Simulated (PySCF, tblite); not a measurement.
# tetrafluoroethene (C₂F₄): dynamics, then NMR shifts and electronic excitations on frames, part 1 of 2

How do NMR shifts and electronic excitations of tetrafluoroethene (C₂F₄) (`FC(F)=C(F)F`) change as the atoms move?

Programs: tblite 0.8.0 and PySCF 2.14.0, with density-fitted response routines of our own. Each step states its level of theory. These are calculated values for one molecule in the gas phase, unless marked as measured. Atoms are numbered from 0 throughout.

## 1. The starting structure

6 atoms, charge 0, multiplicity 1; geometry from: GFN2-xTB.

Bonds of the start (Å): F0–C1 1.32, C1–F2 1.32, C1–C3 1.33, C3–F4 1.32, C3–F5 1.32.

## 2. A short Langevin run with GFN2-xTB

Job settings and geometry (Å):

```
{"job": {"kind": "md", "xc": "GFN2-xTB", "basis": "xTB", "temperature": 300, "steps": 2000, "every": 50, "frames": 5}, "charge": 0, "multiplicity": 1}
F     -1.607444    -0.596729     0.465765
C     -0.629634    -0.024823    -0.212556
F     -1.048963     0.490827    -1.353331
C      0.630883     0.025660     0.205139
F      1.049524    -0.490588     1.346250
F      1.608758     0.597645    -0.472841
```

With the program's defaults for keys left out, this is: GFN2-xTB Langevin dynamics, gas phase.

Started as:

```
$ OMP_NUM_THREADS=1 python probes_run.py task.json out
```

This one command runs all jobs of the session in turn.

What it wrote:

```text
t/fs     T/K      E/eV
    0.0   138.7   -630.14100
   25.0   180.0   -630.04435
   50.0   223.4   -630.05870
   75.0   195.1   -629.93599
  100.0   250.6   -630.01606
  125.0   278.1   -630.07391
  150.0   336.7   -630.01446
  175.0   156.0   -629.96392
  200.0   130.5   -629.96850
  225.0   293.7   -630.00894
  250.0   247.7   -630.04384
  275.0   114.3   -630.00257
  300.0   128.0   -630.05308
  325.0   201.1   -630.02729
  350.0   303.4   -630.06205
  375.0   349.8   -630.08467
  400.0   276.6   -629.99526
  425.0   165.7   -629.96442
  450.0   213.7   -630.10352
  475.0   193.1   -629.98487
  500.0   207.6   -629.95887
  525.0   350.0   -629.94892
  550.0   394.6   -629.92653
  575.0   333.8   -629.96910
  600.0   346.8   -629.95169
  625.0   352.8   -629.95452
  650.0   328.5   -629.92387
  675.0   342.7   -630.01247
  700.0   399.0   -630.04841
  725.0   275.5   -630.01128
  750.0   319.8   -630.02755
  775.0   202.0   -629.85975
  800.0   189.6   -629.86356
  825.0   318.9   -629.95526
  850.0   323.8   -629.92485
  875.0   313.6   -630.00950
  900.0   525.5   -630.04243
  925.0   339.8   -629.81164
  950.0   315.1   -629.96063
  975.0   257.7   -630.00946
 1000.0   225.1   -630.07605
```

It took 2.5 s on 1 thread of AMD EPYC 9R45, shared host; peak memory 0.18 GiB.

Distance from the start (root mean square after alignment): 0 fs 0.00 Å, 200 fs 0.05 Å, 400 fs 0.05 Å, 600 fs 0.15 Å, 800 fs 0.08 Å, 1000 fs 0.02 Å.

Positions (Å) and forces (eV/Å) at 1000 fs:

```xyz
6

F    -1.328   -1.346    0.092    0.805    0.551   -0.579
C    -0.368   -0.729   -0.644   -0.172   -1.041    1.334
F    -0.876   -0.108   -1.665   -0.079    0.303   -0.390
C     0.925   -0.810   -0.322    0.685   -0.023   -0.094
F     1.442   -1.484    0.720   -0.572    0.573   -0.827
F     1.892   -0.235   -1.061   -0.667   -0.364    0.556
```

## 3. NMR shieldings: 250 fs, PBE0/pcSseg-1

Job settings and geometry (Å):

```
{"job": {"kind": "nmr", "xc": "PBE0", "basis": "pcSseg-1", "pop": false}, "charge": 0, "multiplicity": 1}
F     -1.605700    -1.165600     0.579600
C     -0.836700    -0.426800    -0.178900
F     -1.481600     0.149300    -1.158100
C      0.456000    -0.127300     0.110000
F      1.108700    -0.607400     1.115500
F      1.235500     0.566300    -0.766700
```

Method: GIAO PBE0/pcSseg-1 NMR shielding, non-relativistic, gas phase.

What it wrote:

```text
coarse grid: 6520 points
cycle   1  E = -474.8448940538  dE =  1.094e+00  |g| = 8.249e-01  |ddm| = 2.319e+00
cycle   2  E = -474.7000050132  dE =  1.449e-01  |g| = 1.285e+00  |ddm| = 1.050e+00
cycle   3  E = -474.9545116291  dE = -2.545e-01  |g| = 5.916e-02  |ddm| = 6.753e-01
cycle   4  E = -474.9549266960  dE = -4.151e-04  |g| = 2.308e-02  |ddm| = 3.493e-02
cycle   5  E = -474.9549886329  dE = -6.194e-05  |g| = 1.099e-02  |ddm| = 1.713e-02
cycle   6  E = -474.9550067133  dE = -1.808e-05  |g| = 1.697e-03  |ddm| = 6.500e-03
cycle   7  E = -474.9550072111  dE = -4.978e-07  |g| = 7.117e-04  |ddm| = 1.613e-03
final grid: 68832 points
cycle   8  E = -475.0136200879  dE = -2.687e-05  |g| = 4.839e-03  |ddm| = 1.258e-02
cycle   9  E = -475.0136153151  dE =  4.773e-06  |g| = 7.493e-03  |ddm| = 6.861e-03
cycle  10  E = -475.0136243210  dE = -9.006e-06  |g| = 3.579e-04  |ddm| = 3.959e-03
cycle  11  E = -475.0136243406  dE = -1.955e-08  |g| = 1.724e-04  |ddm| = 3.546e-04
cycle  12  E = -475.0136243454  dE = -4.835e-09  |g| = 9.375e-05  |ddm| = 1.870e-04
cycle  13  E = -475.0136243473  dE = -1.894e-09  |g| = 9.116e-06  |ddm| = 7.269e-05
cycle  14  E = -475.0136243473  dE = -8.185e-12  |g| = 5.465e-06  |ddm| = 8.660e-06
converged SCF energy = -475.0136243473

GIAO shielding tensors (ppm)
atom      isotropic    diamagn.    paramagn.     s11        s22        s33       span
  0 F      306.974     470.181    -163.208    279.582    290.705    350.635     71.053
  1 C       30.510     248.557    -218.047      0.182     24.774     66.573     66.390
  2 F      306.897     470.769    -163.872    276.827    290.369    353.494     76.667
  3 C       26.503     248.537    -222.035     -2.680     19.173     63.014     65.694
  4 F      308.806     470.062    -161.257    261.360    300.283    364.775    103.415
  5 F      298.399     471.976    -173.578    243.865    306.375    344.957    101.092
```

Wall time 3.2 s (1 thread of AMD EPYC 9R45, shared host); peak memory 0.47 GiB.

Shifts follow as δ = σ(reference) − σ, with reference shieldings (ppm) from runs at the same level and on the same kind of geometry: ¹³C TMS 186.9, ¹⁹F CFCl3 170.9. The references are single molecules in the gas phase, so shifts against H2O, NH3, PH3, H3PO4 or CFCl3 are not on the usual liquid scales and can be off by tens of ppm. Each atom is listed at this fixed geometry, with no averaging over motion; a spectrum would average atoms that exchange fast.

| atoms | environment | σ (ppm) | δ (ppm) |
| --- | --- | --- | --- |
| C3 | fully substituted alkene carbon | 26.5 | 160.4 |
| C1 | fully substituted alkene carbon | 30.5 | 156.4 |
| F5 | vinylic fluorine | 298.4 | -127.5 |
| F2 | vinylic fluorine | 306.9 | -136.0 |
| F0 | vinylic fluorine | 307.0 | -136.0 |
| F4 | vinylic fluorine | 308.8 | -137.9 |

Orbitals, density, ELF and potential are computed afterwards from the orbital file.

Frontier orbitals at PBE0/pcSseg-1, with the share of their density that lies nearest to each atom:

| orbital | energy (eV) | lies on |
| --- | --- | --- |
| HOMO | -7.50 | C1, C3 about 32 % each; 4 F atoms about 9 % each |
| LUMO | 0.21 | C1, C3 about 36 % each; 4 F atoms about 7 % each |

ELF in a plane through or near 6 of the atoms.

Values, 10 rows by 14 columns:
```
0.00 0.00 0.00 0.00 0.00 0.00 0.00 0.00 0.00 0.00 0.00 0.00 0.00 0.00
0.00 0.00 0.00 0.00 0.00 0.00 0.00 0.00 0.00 0.00 0.00 0.00 0.00 0.00
0.00 0.00 0.01 0.10 0.38 0.55 0.31 0.01 0.40 0.46 0.21 0.03 0.00 0.00
0.00 0.00 0.10 0.60 0.80 0.77 0.53 0.04 0.78 0.74 0.79 0.32 0.02 0.00
0.00 0.00 0.10 0.58 0.79 0.81 0.39 0.36 0.68 0.73 0.82 0.46 0.03 0.00
0.00 0.00 0.02 0.13 0.29 0.44 0.12 0.65 0.26 0.42 0.08 0.02 0.00 0.00
0.00 0.00 0.20 0.74 0.66 0.59 0.33 0.12 0.75 0.43 0.85 0.40 0.01 0.00
0.00 0.00 0.03 0.28 0.69 0.77 0.39 0.11 0.73 0.77 0.48 0.10 0.00 0.00
0.00 0.00 0.00 0.01 0.07 0.11 0.03 0.00 0.11 0.10 0.03 0.00 0.00 0.00
0.00 0.00 0.00 0.00 0.00 0.00 0.00 0.00 0.00 0.00 0.00 0.00 0.00 0.00
```
The map spans 8.1 Å across and 7.5 Å up, centred on the molecule. Atoms in the plane (x, y in Å): F0 (1.4, 1.1), C1 (0.7, 0.0), F2 (1.3, -1.1), C3 (-0.7, 0.0), F4 (-1.4, 1.1), F5 (-1.4, -1.1).

On the surface of density 0.002 e/bohr³ the electrostatic potential runs, from the 1st to the 99th percentile, from -0.34 V near F5 to 1.06 V near C1.

## 4. TDDFT and polarisability: 250 fs, PBE0/def2-SVPD

Settings changed since step 3:

```diff
@@ -1,2 +1,2 @@
-{"job": {"kind": "nmr", "xc": "PBE0", "basis": "pcSseg-1", "pop": false}, "charge": 0, "multiplicity": 1}
+{"job": {"kind": "uv", "xc": "PBE0", "basis": "def2-SVPD", "nstates": 5, "ntriplets": 0}, "charge": 0, "multiplicity": 1}
 F     -1.605700    -1.165600     0.579600
```

With the program's defaults for keys left out, this is: TDDFT PBE0/def2-SVPD, vertical, gas phase, core orbitals frozen in the response.

What it wrote:

```text
coarse grid: 6520 points
cycle   1  E = -474.5623669653  dE =  1.059e+00  |g| = 7.579e-01  |ddm| = 3.003e+00
cycle   2  E = -474.4381491716  dE =  1.242e-01  |g| = 1.162e+00  |ddm| = 1.484e+00
cycle   3  E = -474.6614726931  dE = -2.233e-01  |g| = 6.797e-02  |ddm| = 8.816e-01
cycle   4  E = -474.6621038004  dE = -6.311e-04  |g| = 2.189e-02  |ddm| = 7.055e-02
cycle   5  E = -474.6621653999  dE = -6.160e-05  |g| = 1.139e-02  |ddm| = 2.421e-02
cycle   6  E = -474.6621867099  dE = -2.131e-05  |g| = 1.596e-03  |ddm| = 9.185e-03
cycle   7  E = -474.6621871752  dE = -4.654e-07  |g| = 5.913e-04  |ddm| = 1.920e-03
final grid: 68832 points
cycle   8  E = -474.7221409904  dE = -1.838e-05  |g| = 5.072e-03  |ddm| = 3.944e-02
cycle   9  E = -474.7221354314  dE =  5.559e-06  |g| = 7.770e-03  |ddm| = 9.739e-03
cycle  10  E = -474.7221456397  dE = -1.021e-05  |g| = 3.084e-04  |ddm| = 5.618e-03
cycle  11  E = -474.7221456552  dE = -1.552e-08  |g| = 1.588e-04  |ddm| = 4.508e-04
cycle  12  E = -474.7221456598  dE = -4.574e-09  |g| = 6.662e-05  |ddm| = 2.051e-04
cycle  13  E = -474.7221456607  dE = -9.488e-10  |g| = 9.923e-06  |ddm| = 7.053e-05
converged SCF energy = -474.7221456607

Static polarisability (au): isotropic 29.612, principal 21.043 28.914 38.880

Singlet excitations
state   eV       nm        f      main configurations
  1   6.5233    190.1   0.04674   H->L 0.67, H->L+1 0.20
  2   6.8293    181.5   0.00432   H->L+2 0.40, H->L+1 0.36, H->L+3 0.21
  3   7.7169    160.7   0.00169   H->L+3 0.61, H->L+2 0.37
  4   8.1579    152.0   0.35058   H->L+1 0.42, H->L 0.30, H->L+2 0.13
  5   9.2010    134.8   0.00003   H->L+4 0.99
```

Wall time 3.9 s (1 thread of AMD EPYC 9R45, shared host); peak memory 0.56 GiB.

Frontier orbitals and where they lie:

| orbital | eV | atoms |
| --- | --- | --- |
| HOMO−3 | -13.35 | F0 32 %, F5 24 %, F2 21 % |
| HOMO−2 | -13.11 | F2 31 %, F4 23 %, F5 18 % |
| HOMO−1 | -12.80 | F5 50 %, F0 18 %, F4 15 % |
| HOMO | -7.67 | C3 29 %, C1 28 %, F4 11 % |
| LUMO | -0.15 | C3 34 %, C1 33 %, F5 9 % |
| LUMO+1 | 0.65 | C1 33 %, C3 31 %, F0 12 % |
| LUMO+2 | 1.21 | F5 24 %, C3 20 %, F0 19 % |

With each of the 5 states as a Gaussian band of 0.4 eV half-width at 1/e, the curve within the window shown has maxima at 189 nm (ε 2,000), 151 nm (ε 14,000) L/(mol cm). Beyond the last state computed it falls off for lack of states. The curve at chosen wavelengths:

nm, ε (L/mol/cm) and a bar:
```
      130          1 
      133          6 
      136         68 
      139        508 #
      142       2249 #####
      146       7926 #################
      149      12663 ###########################
      152      14151 ##############################
      155      11522 ########################
      158       7093 ###############
      161       3420 #######
      164       1344 ###
      167        475 #
      171        229 
      174        357 #
      177        654 #
      180       1071 ##
      183       1516 ###
      186       1860 ####
      189       1993 ####
      192       1882 ####
      196       1456 ###
      199       1061 ##
      202        702 #
      205        426 #
      208        238 #
```

Leading natural transition orbitals of singlet state 4: the hole lies on C1, C3 about 28 % each; 4 F atoms about 11 % each; the particle on C1, C3 about 32 % each; F2, F5 about 11 % each; F0, F4 about 7 % each.

Leading natural transition orbitals of singlet state 1: the hole lies on C1, C3 about 31 % each; 4 F atoms about 9 % each; the particle on F5 23 %; C1, C3 about 18 % each; F2 18 %.

Ground-state properties from the same run:

| property | computed |
| --- | --- |
| dipole moment (D) | 0.33 |
| polarisability (Å³) | 4.39 |
| HOMO–LUMO gap (eV) | 7.52 |
| −ε(HOMO) (eV) | 7.67 |

## 5. Nuclear shieldings: 425 fs, PBE0/pcSseg-1

Job settings and geometry (Å):

```
{"job": {"kind": "nmr", "xc": "PBE0", "basis": "pcSseg-1", "pop": false}, "charge": 0, "multiplicity": 1}
F     -1.651100    -1.108700     0.647700
C     -0.785800    -0.671000    -0.226800
F     -1.203000    -0.516200    -1.493900
C      0.470800    -0.368600     0.088000
F      0.926200    -0.343700     1.323100
F      1.273900     0.146900    -0.728800
```

With the program's defaults for keys left out, this is: GIAO PBE0/pcSseg-1 NMR shielding, non-relativistic, gas phase.

What it wrote:

```text
coarse grid: 6520 points
cycle   1  E = -474.8536202969  dE =  1.204e+00  |g| = 8.003e-01  |ddm| = 2.349e+00
cycle   2  E = -474.7336861856  dE =  1.199e-01  |g| = 1.204e+00  |ddm| = 9.918e-01
cycle   3  E = -474.9541163688  dE = -2.204e-01  |g| = 5.860e-02  |ddm| = 6.336e-01
cycle   4  E = -474.9545413762  dE = -4.250e-04  |g| = 2.040e-02  |ddm| = 3.285e-02
cycle   5  E = -474.9545951273  dE = -5.375e-05  |g| = 9.775e-03  |ddm| = 1.700e-02
cycle   6  E = -474.9546127846  dE = -1.766e-05  |g| = 2.017e-03  |ddm| = 7.252e-03
cycle   7  E = -474.9546135665  dE = -7.818e-07  |g| = 7.325e-04  |ddm| = 1.926e-03
final grid: 68832 points
cycle   8  E = -475.0122359247  dE = -2.633e-05  |g| = 4.511e-03  |ddm| = 1.340e-02
cycle   9  E = -475.0122323778  dE =  3.547e-06  |g| = 6.741e-03  |ddm| = 6.281e-03
cycle  10  E = -475.0122394753  dE = -7.098e-06  |g| = 3.336e-04  |ddm| = 3.566e-03
cycle  11  E = -475.0122394917  dE = -1.637e-08  |g| = 1.371e-04  |ddm| = 3.061e-04
cycle  12  E = -475.0122394944  dE = -2.722e-09  |g| = 8.019e-05  |ddm| = 1.472e-04
cycle  13  E = -475.0122394958  dE = -1.432e-09  |g| = 8.745e-06  |ddm| = 6.308e-05
cycle  14  E = -475.0122394958  dE = -7.958e-12  |g| = 4.252e-06  |ddm| = 7.885e-06
converged SCF energy = -475.0122394958

GIAO shielding tensors (ppm)
atom      isotropic    diamagn.    paramagn.     s11        s22        s33       span
  0 F      317.608     470.149    -152.540    275.894    301.523    375.408     99.515
  1 C       30.677     250.780    -220.103     -1.739     30.322     63.449     65.188
  2 F      313.884     471.437    -157.553    269.308    301.758    370.586    101.278
  3 C       37.357     248.576    -211.219      4.172     37.095     70.804     66.633
  4 F      310.095     471.541    -161.446    276.768    309.704    343.813     67.046
  5 F      317.069     470.571    -153.502    260.319    324.491    366.396    106.077
```

Run time: 2.1 s. Hardware: 1 thread of AMD EPYC 9R45, shared host; peak memory 0.46 GiB.

This run: δ C1 156.2, C3 149.6, F4 -139.1, F2 -142.9 ppm.

## 6. TDDFT and polarisability: 425 fs, PBE0/def2-SVPD

Settings changed since step 5:

```diff
@@ -1,2 +1,2 @@
-{"job": {"kind": "nmr", "xc": "PBE0", "basis": "pcSseg-1", "pop": false}, "charge": 0, "multiplicity": 1}
+{"job": {"kind": "uv", "xc": "PBE0", "basis": "def2-SVPD", "nstates": 5, "ntriplets": 0}, "charge": 0, "multiplicity": 1}
 F     -1.651100    -1.108700     0.647700
```

Level: TDDFT PBE0/def2-SVPD, vertical, gas phase, core orbitals frozen in the response.

What it wrote:

```text
coarse grid: 6520 points
cycle   1  E = -474.5701416026  dE =  1.170e+00  |g| = 7.335e-01  |ddm| = 3.049e+00
cycle   2  E = -474.4675941970  dE =  1.025e-01  |g| = 1.087e+00  |ddm| = 1.434e+00
cycle   3  E = -474.6607938588  dE = -1.932e-01  |g| = 6.605e-02  |ddm| = 8.376e-01
cycle   4  E = -474.6614013028  dE = -6.074e-04  |g| = 1.931e-02  |ddm| = 6.633e-02
cycle   5  E = -474.6614530885  dE = -5.179e-05  |g| = 9.655e-03  |ddm| = 2.388e-02
cycle   6  E = -474.6614708102  dE = -1.772e-05  |g| = 1.896e-03  |ddm| = 9.879e-03
cycle   7  E = -474.6614715318  dE = -7.216e-07  |g| = 7.177e-04  |ddm| = 2.404e-03
final grid: 68832 points
cycle   8  E = -474.7205407487  dE = -1.847e-05  |g| = 4.747e-03  |ddm| = 4.372e-02
cycle   9  E = -474.7205363893  dE =  4.359e-06  |g| = 7.069e-03  |ddm| = 9.095e-03
cycle  10  E = -474.7205447176  dE = -8.328e-06  |g| = 2.808e-04  |ddm| = 5.238e-03
cycle  11  E = -474.7205447297  dE = -1.218e-08  |g| = 1.429e-04  |ddm| = 4.345e-04
cycle  12  E = -474.7205447337  dE = -3.921e-09  |g| = 6.346e-05  |ddm| = 2.010e-04
cycle  13  E = -474.7205447346  dE = -8.951e-10  |g| = 8.733e-06  |ddm| = 6.919e-05
converged SCF energy = -474.7205447346

Static polarisability (au): isotropic 28.857, principal 20.729 28.525 37.318

Singlet excitations
state   eV       nm        f      main configurations
  1   6.5394    189.6   0.02187   H->L 0.70, H->L+1 0.29
  2   7.1079    174.4   0.00815   H->L+3 0.48, H->L+2 0.34, H->L+1 0.11
  3   7.6294    162.5   0.05204   H->L+3 0.44, H->L+1 0.26, H->L+2 0.19
  4   8.3607    148.3   0.31407   H->L+2 0.44, H->L+1 0.33, H->L 0.16
  5   9.1268    135.8   0.00237   H->L+4 0.99
```

Run time: 3 s. Hardware: 1 thread of AMD EPYC 9R45, shared host; peak memory 0.55 GiB.

This run: HOMO -7.60 eV, LUMO 0.18 eV; lowest singlet 6.54 eV.

## 7. Nuclear shieldings: 625 fs, PBE0/pcSseg-1

Job settings and geometry (Å):

```
{"job": {"kind": "nmr", "xc": "PBE0", "basis": "pcSseg-1", "pop": false}, "charge": 0, "multiplicity": 1}
F     -1.983400    -0.678400     0.291100
C     -0.845800    -0.534600    -0.420300
F     -1.052700    -0.193800    -1.687500
C      0.412500    -0.670000    -0.113400
F      0.898000    -0.943200     1.065000
F      1.429400    -0.441100    -0.929400
```

Method: GIAO PBE0/pcSseg-1 NMR shielding, non-relativistic, gas phase.

What it wrote:

```text
coarse grid: 6520 points
cycle   1  E = -474.8402495185  dE =  1.122e+00  |g| = 8.219e-01  |ddm| = 2.337e+00
cycle   2  E = -474.6947541679  dE =  1.455e-01  |g| = 1.283e+00  |ddm| = 1.081e+00
cycle   3  E = -474.9486980429  dE = -2.539e-01  |g| = 5.803e-02  |ddm| = 6.965e-01
cycle   4  E = -474.9491225360  dE = -4.245e-04  |g| = 1.957e-02  |ddm| = 3.245e-02
cycle   5  E = -474.9491679112  dE = -4.538e-05  |g| = 9.918e-03  |ddm| = 1.585e-02
cycle   6  E = -474.9491849646  dE = -1.705e-05  |g| = 1.633e-03  |ddm| = 6.499e-03
cycle   7  E = -474.9491854895  dE = -5.249e-07  |g| = 4.957e-04  |ddm| = 1.419e-03
final grid: 68832 points
cycle   8  E = -475.0094486609  dE = -3.269e-05  |g| = 5.516e-03  |ddm| = 1.359e-02
cycle   9  E = -475.0094424988  dE =  6.162e-06  |g| = 8.578e-03  |ddm| = 7.571e-03
cycle  10  E = -475.0094538674  dE = -1.137e-05  |g| = 2.625e-04  |ddm| = 4.383e-03
cycle  11  E = -475.0094538792  dE = -1.174e-08  |g| = 1.123e-04  |ddm| = 2.405e-04
cycle  12  E = -475.0094538809  dE = -1.761e-09  |g| = 4.641e-05  |ddm| = 7.704e-05
cycle  13  E = -475.0094538812  dE = -3.114e-10  |g| = 8.617e-06  |ddm| = 2.791e-05
converged SCF energy = -475.0094538812

GIAO shielding tensors (ppm)
atom      isotropic    diamagn.    paramagn.     s11        s22        s33       span
  0 F      305.494     470.946    -165.452    259.660    303.159    353.664     94.004
  1 C       28.436     249.000    -220.563      5.087     17.734     62.488     57.401
  2 F      313.927     470.691    -156.763    269.416    287.073    385.292    115.876
  3 C       32.892     247.724    -214.832      5.306     26.245     67.126     61.820
  4 F      304.701     471.307    -166.606    280.386    297.335    336.381     55.995
  5 F      301.708     471.324    -169.617    249.047    295.214    360.863    111.816
```

It took 2 s on 1 thread of AMD EPYC 9R45, shared host; peak memory 0.46 GiB.

In short: δ C1 158.5, C3 154.0, F5 -130.8, F4 -133.8 ppm.

## 8. Ultraviolet spectrum: 625 fs, PBE0/def2-SVPD

Settings changed since step 7:

```diff
@@ -1,2 +1,2 @@
-{"job": {"kind": "nmr", "xc": "PBE0", "basis": "pcSseg-1", "pop": false}, "charge": 0, "multiplicity": 1}
+{"job": {"kind": "uv", "xc": "PBE0", "basis": "def2-SVPD", "nstates": 5, "ntriplets": 0}, "charge": 0, "multiplicity": 1}
 F     -1.983400    -0.678400     0.291100
```

Level: TDDFT PBE0/def2-SVPD, vertical, gas phase, core orbitals frozen in the response.

What it wrote:

```text
coarse grid: 6520 points
cycle   1  E = -474.5562928004  dE =  1.088e+00  |g| = 7.555e-01  |ddm| = 3.062e+00
cycle   2  E = -474.4309276324  dE =  1.254e-01  |g| = 1.162e+00  |ddm| = 1.571e+00
cycle   3  E = -474.6544760634  dE = -2.235e-01  |g| = 6.641e-02  |ddm| = 9.207e-01
cycle   4  E = -474.6550997422  dE = -6.237e-04  |g| = 1.805e-02  |ddm| = 7.002e-02
cycle   5  E = -474.6551446980  dE = -4.496e-05  |g| = 9.046e-03  |ddm| = 2.204e-02
cycle   6  E = -474.6551599725  dE = -1.527e-05  |g| = 1.768e-03  |ddm| = 9.111e-03
cycle   7  E = -474.6551606260  dE = -6.535e-07  |g| = 4.327e-04  |ddm| = 2.052e-03
final grid: 68832 points
cycle   8  E = -474.7169736889  dE = -2.102e-05  |g| = 5.982e-03  |ddm| = 5.097e-02
cycle   9  E = -474.7169659581  dE =  7.731e-06  |g| = 9.184e-03  |ddm| = 1.069e-02
cycle  10  E = -474.7169798613  dE = -1.390e-05  |g| = 1.921e-04  |ddm| = 6.511e-03
cycle  11  E = -474.7169798671  dE = -5.768e-09  |g| = 1.025e-04  |ddm| = 3.230e-04
cycle  12  E = -474.7169798687  dE = -1.617e-09  |g| = 4.233e-05  |ddm| = 1.102e-04
cycle  13  E = -474.7169798690  dE = -3.033e-10  |g| = 7.952e-06  |ddm| = 4.097e-05
converged SCF energy = -474.7169798690

Static polarisability (au): isotropic 28.990, principal 20.570 28.554 37.848

Singlet excitations
state   eV       nm        f      main configurations
  1   6.5052    190.6   0.00230   H->L+2 0.37, H->L 0.33, H->L+1 0.28
  2   7.0256    176.5   0.01437   H->L 0.58, H->L+2 0.39
  3   8.1062    152.9   0.02318   H->L+3 0.84, H->L+1 0.13
  4   8.6329    143.6   0.37195   H->L+1 0.55, H->L+2 0.21, H->L+3 0.13
  5   9.5743    129.5   0.00110   H->L+4 0.99
```

Run time: 3 s. Hardware: 1 thread of AMD EPYC 9R45, shared host; peak memory 0.55 GiB.

In short: HOMO -8.06 eV, LUMO 0.23 eV; lowest singlet 6.51 eV.

(Continued in part 2 of 2.)
